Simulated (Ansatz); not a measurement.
**Relative stability**

Two relaxed structures of CH$_{6}$SSi, singlet (PBE0-D4/def2-TZVP; forces vanish, vibrations not checked).

A:

Si1  (-0.870, -0.004, -0.580)
C2  (0.827, -0.262, 0.011)
S3  (1.233, -0.718, 1.543)
H4  (-1.663, -1.263, -0.741)
H5  (-0.852, 0.693, -1.893)
H6  (-1.643, 0.818, 0.404)
H7  (1.714, -0.168, -0.600)
H8  (0.527, -1.827, 1.953)
H9  (0.543, 0.038, 2.453)
(Å)

B:

```
9
angstrom
Si 0.8692 -0.0174 -0.0996
C -0.8839 0.1871 -0.7013
S 0.9866 -1.1039 1.7436
H -1.3619 -0.7856 -0.8314
H -0.8978 0.7142 -1.6593
H -1.4746 0.7661 0.0123
H 1.6699 -0.8404 -1.0415
H 1.5117 1.3154 0.0500
H 0.3131 -0.1871 2.4592
```

Program: Ansatz 0.2.0. Basis: def2-TZVPP. Cores are frozen in the correlated methods. B3LYP uses VWN-RPA correlation.

Which structure is lower at CCSD(T), and by how much? (To be estimated.)

The calculation gives: B, by 3.674 eV (electronic energy, against the other). By their contacts, A is CH₆SSi ([SiH3][CH][SH2]) and B is CH₆SSi ([CH3][SiH2][SH]).

All methods give the same order:

```json
{"method": "PBE-D4", "E(B) − E(A) (eV)": "-3.395"}
{"method": "r2SCAN-D4", "E(B) − E(A) (eV)": "-3.525"}
{"method": "PBE0-D4", "E(B) − E(A) (eV)": "-3.536"}
{"method": "B3LYP-D4", "E(B) − E(A) (eV)": "-3.525"}
{"method": "wB97M-V", "E(B) − E(A) (eV)": "-3.625"}
{"method": "HF", "E(B) − E(A) (eV)": "-3.882"}
{"method": "MP2", "E(B) − E(A) (eV)": "-3.666"}
{"method": "CCSD", "E(B) − E(A) (eV)": "-3.724"}
{"method": "CCSD(T)", "E(B) − E(A) (eV)": "-3.674"}
```

The T1 diagnostic stays at or below 0.013.

Labels in which every atom is bracketed show which atoms are joined, not bond orders.

For scale, one of the runs: CCSD(T)/def2-TZVPP, 199 basis functions, launched by `ansatz run in.yaml --threads 2 --pin off --events-out ev --progress --plain --max-ram 4352MiB`. The run took 42 s on 2 CPU threads of an Arm Neoverse V1 (shared host), with 2.2 GiB of host memory at its peak.
